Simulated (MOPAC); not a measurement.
MOPAC input (PM6):

```
PM6 PRECISE GNORM=0.05 LET XYZ UHF MS=0.5 GEO-OK AUX(PRECISION=9) THREADS=1
CHF2

C     0.03744685 1    0.00324337 1    0.50825858 1
F    -0.03836255 1    1.09650981 1   -0.24435931 1
F    -0.08494317 1   -1.09763667 1   -0.22692580 1
H     0.88507040 1   -0.00931849 1    1.19201449 1
```

### Question
What heat of formation does the run end on?

### Answer
-73.57 kcal/mol.
